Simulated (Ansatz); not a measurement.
# C2H2OS: functionals against CCSD(T) at one geometry

One table from this session's results is given with a row withheld; the runs are named, their logs left out.

The runs use Ansatz 0.2.0, Gaussian basis; single points in def2-TZVPP.

Cores are frozen in the correlated methods.

### Starting geometry

SMILES `C#CSO`, 6 atoms, charge 0, spin multiplicity 1.

Atoms are counted from 1 here; the program's logs count them from 0.

Bond lengths: C1–C2 1.174 Å, C1–H5 1.000 Å, C2–S3 1.678 Å, S3–O4 1.660 Å, O4–H6 0.945 Å. Angles: C2–C1–H5 169.4°, C1–C2–S3 172.1°, C2–S3–O4 104.0°, S3–O4–H6 110.6°.

Geometry (Å):

```xyz
6

C     1.6667   -0.0702   -0.3127
C     0.6115   -0.4064    0.0769
S    -0.8562   -0.7492    0.8136
O    -1.9630    0.1072   -0.0784
H     2.5144    0.1341   -0.8026
H    -2.0746    0.9757    0.2766
```

The first run:

The input, run/in.yaml:

```yaml
crystal:
  periodic: [false, false, false]
  atoms:
    - {symbol: C, position_ang: [1.666700, -0.070200, -0.312700]}
    - {symbol: C, position_ang: [0.611500, -0.406400, 0.076900]}
    - {symbol: S, position_ang: [-0.856200, -0.749200, 0.813600]}
    - {symbol: O, position_ang: [-1.963000, 0.107200, -0.078400]}
    - {symbol: H, position_ang: [2.514400, 0.134100, -0.802600]}
    - {symbol: H, position_ang: [-2.074600, 0.975700, 0.276600]}
basis:
  gaussian: {orbitals: def2-TZVPP}
correlation: {method: ccsd_t}
output: {forces: true}
```

The command line of these runs was not kept.

Steps of the session up to this table: CCSD(T)/def2-TZVPP; PBE0-D4/def2-TZVPP; wB97M-V/def2-TZVPP; r2SCAN-D4/def2-TZVPP; PBE-D4/def2-TZVPP; BLYP-D4/def2-TZVPP; r2SCANh-D4/def2-TZVPP.

One of the session's tables, all rows but one given; the rest of the session is left out.

| method | RMS force component (eV/Å) | angle to CCSD(T) forces (°) | dipole (D) |
| --- | --- | --- | --- |
| CCSD(T) | 1.423 | reference | 1.55 |
| PBE0-D4 | ? | ? | ? |
| wB97M-V | 1.127 | 15.2 | 1.54 |
| r2SCAN-D4 | 1.386 | 9.1 | 1.55 |
| PBE-D4 | 1.596 | 8.2 | 1.50 |
| BLYP-D4 | 1.509 | 11.0 | 1.48 |
| r2SCANh-D4 | 1.287 | 11.1 | 1.56 |

**Question.** Estimate the row for PBE0-D4.

**Answer.** RMS force component (eV/Å): 1.272; angle to CCSD(T) forces (°): 12.6; dipole (D): 1.55. In the column «RMS force component (eV/Å)» it lies between wB97M-V (1.127) and r2SCANh-D4 (1.287).
